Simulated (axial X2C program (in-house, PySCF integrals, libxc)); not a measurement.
# Potential curves of CF, 2c

Computed with an in-house relativistic program for diatomic molecules. Two-component (2c) means X2C with spin–orbit coupling and atomic mean-field two-electron Coulomb and Gaunt terms. Basis: F dyall-av3z [7s6p3d2f], C dyall-v3z [7s6p2d1f] (cores contracted in-house); Gaussian nuclei, density fitting, unrestricted open shells. Masses: F 18.998 u, C 12.000 u.

State: Ω = 1/2 (⟨Sz⟩ = -0.50, ⟨Lz⟩ = 1.00 at HF). Energies in cm⁻¹ from the fragments at the same level (F + C). Fits are polynomials in 1 − R0/R over 0.85 to 1.23 times the lowest point R0.

| R (Å) | HF | PBE | PBE0 |
| --- | --- | --- | --- |
| 1.1058 | -20595 | -41030 | -38718 |
| 1.1566 | -24834 | -45857 | -43215 |
| 1.1947 | -26546 | -48029 | -45134 |
| 1.2329 | -27312 | -49269 | -46117 |
| 1.2710 | -27345 | -49782 | -46374 |
| 1.3155 | -26686 | -49687 | -45981 |
| 1.3600 | -25475 | -49037 | -45035 |
| 1.4172 | -23360 | -47626 | -43253 |
| 1.4871 | -20242 | -45328 | -40517 |
| 1.5887 | -15204 | -41376 | -35969 |

The state is a single determinant with fixed occupations, the lowest that a limited PBE0 search found. De is counted from the lowest determinant-based energies of the atoms at the same level, without counterpoise correction. Density functionals use the spin component along the axis (collinear). The 2c atoms are single determinants rather than J levels; their spin–orbit lowering is only partly caught, and De is too large by that part. This holds for PBE, PBE0. Without a current term, density functionals place determinants with orbital angular momentum somewhat too high.

Q: What are Re, ωe and De at the HF level?

A: At HF, 2c: Re = 1.253 Å, ωe ≈ 1410 cm⁻¹, De = 3.40 eV to F + C; Be follows as 1.46 cm⁻¹.

Q: Fit the PBE curve near its minimum: give the equilibrium distance, the harmonic wavenumber and the well depth.

A: At PBE, 2c: Re = 1.286 Å, ωe ≈ 1250 cm⁻¹, De = 6.18 eV to F + C; Be follows as 1.39 cm⁻¹.

Q: Fit the PBE0 curve near its minimum: give the equilibrium distance, the harmonic wavenumber and the well depth.

A: At PBE0, 2c: Re = 1.268 Å, ωe ≈ 1330 cm⁻¹, De = 5.75 eV to F + C; Be follows as 1.43 cm⁻¹.
